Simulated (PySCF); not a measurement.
## Structure elucidation problem

An unknown has the formula C₂H₂F₂. Its calculated NMR data are:

1H NMR (600 MHz, computed): δ 6.46 (m, 2H).

13C{1H} NMR (computed): δ 145.6 (CH).

No relativistic terms, no solvent model, rapidly exchanging positions averaged, single conformer. NMR shieldings at PBE0/pcSseg-1/GIAO; geometry from GFN2-xTB; PySCF.

Referencing at the same level of theory: 1H (31.72 ppm) and 13C (186.93 ppm) vs TMS.

Task: Propose a structure and justify it.

Result: 
- The formula gives 1 degree of unsaturation (no ring in the answer).
- 1 carbon signal for 2 carbons: some carbons are equivalent by symmetry or fast rotation.
- Carbon types of the structure: 2 × CH, which accounts for all hydrogens.
- δC 145.6: alkene CH; the olefinic region.
- δH 6.46: hydrogen on an alkene CH; a vinylic proton, deshielded by the sp2 carbon and the C=C anisotropy.

These data were computed for SMILES F/C=C\F.

Splittings by 19F in the carbon and heteronuclear signals aren't shown, as no couplings were computed. Shifts are as computed. Against solution values, carbons near 30 ppm lie about +3 ppm off and those near 130 ppm about +5 ppm (rms about the fit 2.1 ppm; single classes can miss by 10 ppm). Of 1328 compounds with measured shifts, 309 miss one by over three times the rms of a fit or turn the order of signals round; such compounds aren't used in these exercises. Signals without a measured value on file couldn't be tested in this way; 1H shifts scatter by 0.2 ppm about their fit, and single ones miss by 0.5 ppm.
